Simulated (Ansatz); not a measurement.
**PN (phosphorus nitride) at 6 levels**

Aim: a comparison of 6 runs (UHF/STO-3G, PBE0/STO-3G, r2SCAN0/STO-3G, revPBE/STO-3G, wB97M-V/STO-3G, UCCSD(T)/STO-3G) of PN (phosphorus nitride). 

Program for the calculation: Ansatz 0.2.0.

46 further runs of the same task are left out: 12 that didn't finish, 34 set aside as unsound or not needed.

## (1) The system as given

The species is PN (2 atoms), meant as a singlet with charge 0. As SMILES, `N#P`. The P2–N1 distance was set to 3.727 Å, away from the relaxed value.

## (2) A single-point energy at UHF/STO-3G (run 1)

Input file molecule.yaml:

```yaml
crystal:
  periodic: [false, false, false]
  atoms:
    - {symbol: "N", position_ang: [0.000000, 0.000000, -2.236334]}
    - {symbol: P, position_ang: [0.000000, 0.000000, 1.490866]}
basis:
  gaussian: {orbitals: STO-3G}
magnetization: {spin_polarized: true}
hamiltonian: {xc: hf}
accuracy: high
```

Command:

```bash
ansatz run molecule.yaml --threads 1 --pin off --max-ram 2610MiB --events-out events.jsonl --progress --plain --runs-dir runs
```

Log:

```text
Warning: RAYON_NUM_THREADS=1 ignored (pool sized by the plan → 1); use --threads N
Functional definition: HF
  name "HF"
  exchange = exact_x
  correlation = 0
204 factors; integrals over basis functions are off by at most 3.1e-9 eV
mean field evaluation 1: about -10526.8869 eV, gradient 1.7e1 eV
mean field evaluation 2: about -10526.8883 eV, gradient 1.7e1 eV
mean field evaluation 4: about -10525.1726 eV, gradient 1.5e1 eV
mean field evaluation 8: about -10608.5879 eV, gradient 1.6e1 eV
mean field evaluation 16: about -10614.1566 eV, gradient 6.0e-4 eV
mean field evaluation 32: about -10624.5708 eV, gradient 1.0e-5 eV
mean field -10628.43721736 eV, -390.5878635246 hartree, gradient 1.3e-8 eV, S^2 2.999059; 1 other end points of the search recorded, 0 dependent functions left out
reference -10628.43721736 eV, -390.5878635246 hartree; 11, 11 occupied and 3, 3 virtual orbitals, 204 factors
Total energy: -10628.43721736 eV, -390.5878635246 hartree
```

Wall time 0.14 s (1 thread of Intel Xeon 6975P-C (Granite Rapids), shared host).

## (3) The energy at PBE0/STO-3G (run 2)

Input file job.yaml:

```yaml
crystal:
  periodic: [false, false, false]
  atoms:
    - {symbol: "N", position_ang: [0.000000, 0.000000, -2.236334]}
    - {symbol: P, position_ang: [0.000000, 0.000000, 1.490866]}
basis:
  gaussian: {orbitals: STO-3G}
hamiltonian: {xc: pbe0}
accuracy: high
```

Command:

```bash
ansatz run job.yaml --threads 1 --pin off --max-ram 2610MiB --events-out events.jsonl --progress --plain --runs-dir runs
```

Log:

```text
Warning: RAYON_NUM_THREADS=1 ignored (pool sized by the plan → 1); use --threads N
Functional definition: PBE0
  name "PBE0"
  parameter a = 0.25
  parameter kappa = 0.804
  parameter beta = 0.06672455060314922
  exchange = (1 - a)*pbe_x(kappa = kappa, mu = beta*pi^2/3) + a*exact_x
  correlation = pbe_c(beta = beta)
204 factors; integrals over basis functions are off by at most 3.1e-9 eV
mean field evaluation 1: about -10541.5855 eV, gradient 2.5e1 eV
mean field evaluation 2: about -10524.2097 eV, gradient 1.2e1 eV
mean field evaluation 4: about -10539.6066 eV, gradient 2.7e1 eV
mean field evaluation 8: about -10632.7329 eV, gradient 4.0e0 eV
mean field evaluation 16: about -10633.0191 eV, gradient 1.5e-1 eV
mean field evaluation 32: about -10633.3527 eV, gradient 1.4e-5 eV
mean field -10633.35268952 eV, -390.7685037944 hartree, gradient 8.5e-8 eV, S^2 0.000000; 3 other end points of the search recorded, 0 dependent functions left out
reference -10633.35269052 eV, -390.7685038314 hartree; 11, 11 occupied and 3, 3 virtual orbitals, 204 factors
Total energy: -10633.35269052 eV, -390.7685038314 hartree
```

Run time: 1 s. Hardware: 1 thread of Intel Xeon 6975P-C (Granite Rapids), shared host.

Runs 3 to 5 aren't shown in full; the table further down has their settings and results.

## (4) The energy at UCCSD(T)/STO-3G (run 6)

Input file in.yaml:

```yaml
crystal:
  periodic: [false, false, false]
  atoms:
    - symbol: "N"
      position_ang: [0.000000, 0.000000, -2.236334]
    - symbol: P
      position_ang: [0.000000, 0.000000, 1.490866]
basis:
  gaussian:
    orbitals: STO-3G
magnetization:
  spin_polarized: true
  initial_magnetization: 0
correlation:
  method: ccsd_t
  frozen_orbitals: {"N": 1, P: 5}
accuracy: high
scf:
  omitted_lower_state_checks: [cluster_reference, increment]
```

Command:

```bash
ansatz run in.yaml --threads 1 --pin off --max-ram 2610MiB --events-out events.jsonl --progress --plain --runs-dir runs
```

Log:

```text
Warning: RAYON_NUM_THREADS=1 ignored (pool sized by the plan → 1); use --threads N
[... 15 lines left out ...]
6 core orbitals not correlated: weight in the atoms' cores, before any rotation towards them, 1.000 or more for the frozen orbitals, at most 0.000 for the correlated occupied ones
[... 66 lines left out ...]
Total energy: -10628.43958969 eV, -390.5879507061 hartree
Checks for a lower state left out: cluster_reference, increment
```

It took 0.32 s on 1 thread of Intel Xeon 6975P-C (Granite Rapids), shared host.

## (5) All runs side by side

```csv
run,level,frozen core orbitals,energy (Eh),wall time
1,UHF/STO-3G,–,-390.587864,0.14 s
2,PBE0/STO-3G,–,-390.768504,1 s
3,r2SCAN0/STO-3G,–,-390.895140,2.1 s
4,revPBE/STO-3G,–,-390.961460,1.1 s
5,wB97M-V/STO-3G,–,-390.970684,17 s
6,UCCSD(T)/STO-3G,6,-390.587951,0.32 s
```

## (6) What came out

```
                                          quantity          value
                               run 6: total energy  -390.58795 Eh
run 6: correlation energy (6 core orbitals frozen)       -0.1 mEh
                             run 6: (T) correction       0.00 mEh
          run 6: ⟨S²⟩ of the reference determinant          2.999
                              run 6: T1 diagnostic          0.002
```

What this shows: Totals of different functionals can't be ranked against each other. In runs 1, 2, 3, 4, 5, 6 the basis is minimal, so the values are rough. In runs 2, 3, 4, 5 a closed-shell determinant meets a far-stretched bond, which it describes badly. Spin contamination of the reference: run 1 ⟨S²⟩ = 3.00, run 6 ⟨S²⟩ = 3.00. Where it is this large, the reference is a mixture of spin states, and values that rest on it are in doubt. All runs together took 22 s, the longest 17 s.
